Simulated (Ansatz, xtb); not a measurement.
Isomers of C5H7P in order of energy

4 gas-phase structures of C5H7P, from a drawn sample of its isomers (lower ones may exist). Each was relaxed with GFN2-xTB:

A. `C#CP1CCC1`, a singlet
B. `C1=CPC=CC1`, a singlet
C. `P#CC1CCC1`, a singlet
D. `CC1=CC=CP1`, a singlet

Problem. Which do you expect lowest at r2SCAN-D4/def2-SVP, and how would the others follow?

Solution. Calculated order at r2SCAN-D4/def2-SVP: D (0.000), B (0.363), C (1.139), A (1.766) eV.

Energies above the lowest of each column, in eV; the last columns are at PBE0-D3(BJ)/def2-SVP geometries and were run for some of them only (a dash: not run or not comparable):

| structure | GFN2-xTB | HF/STO-3G | r2SCAN-D4/def2-SVP | PBE0-D3(BJ)/def2-SVP | CCSD(T)/def2-SVP + ΔMP2/def2-TZVPP |
| --- | --- | --- | --- | --- | --- |
| D | 0.000 | 0.000 | 0.000 | 0.000 | 0.000 |
| B | 0.330 | 0.202 | 0.363 | 0.310 | 0.300 |
| C | 0.728 | 1.131 | 1.139 | 1.124 | 0.990 |
| A | 1.332 | 0.856 | 1.766 | – | – |

Every level run on D puts it lowest or level with the lowest. Frequencies (GFN2-xTB) were run for B, C, D alone. The ΔMP2 step shifts differences by up to 0.197 eV, which makes them less sure. ΔMP2 is the change of the MP2 energy from the smaller to the larger basis.

Over these structures GFN2-xTB departs from r2SCAN-D4/def2-SVP by 0.203 eV on average once a common shift is removed. A GFN2-xTB relaxation took about 0.17 s and the r2SCAN-D4/def2-SVP energy about 2 s on a shared host (Ansatz 0.2.0, xtb 6.7.1).
